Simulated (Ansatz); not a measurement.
Two isomers of CH6AlB: A = `[BH2][AlH][CH3]`, B = `C[BH][AlH2]`.

Program: Ansatz. Geometries: PBE0-D4/def2-TZVP. ΔE: electronic, gas phase. CCSD(T)/CBS is the MP2 limit (def2-TZVPP, def2-QZVPP) plus CCSD(T) − MP2 in def2-TZVPP, frozen cores. DFT in def2-TZVPP. B3LYP here is the variant with VWN-RPA as its local correlation; programs differ in this.

Problem. Which is lower in electronic energy at CCSD(T)/CBS, and by how much? (An estimate is asked.)

Solution. Ansatz gave: B, by 0.4 kcal/mol. So small a gap doesn't settle the order.

Problem. Give E(B) − E(A) in kcal/mol with B3LYP, PBE0-D4, B2PLYP, BLYP-D4, B3LYP-D4, HF/def2-TZVPP, PBE-D4. (Best estimate.)

Solution. Ansatz gave: B3LYP -1.0, PBE0-D4 -1.6, B2PLYP -0.6, BLYP-D4 -1.3, B3LYP-D4 -1.1, HF/def2-TZVPP -0.7, PBE-D4 -1.9. None reverses the order clearly.

Problem. Does the order hold for the free energy at 298.15 K (harmonic terms from PBE0-D4)? (Estimate.)

Solution. Ansatz gave: Too close to call: G(B) − G(A) = 0.0 kcal/mol. Modes under 60 cm⁻¹, often nearly free rotors, make the harmonic entropy too high.

Largest T1 diagnostic: 0.011.

At CCSD(T), def2-SVP lies −2.2 kcal/mol from the extrapolated value and def2-TZVPP −0.1 kcal/mol. Leaving LDA and LC-ωPBE aside and taking each functional with its dispersion term where it has one, the values, not all of them listed here, spread over 3.0 kcal/mol, from B97M-V to B2PLYP. LDA lies −1.5 kcal/mol from PBE without D4.
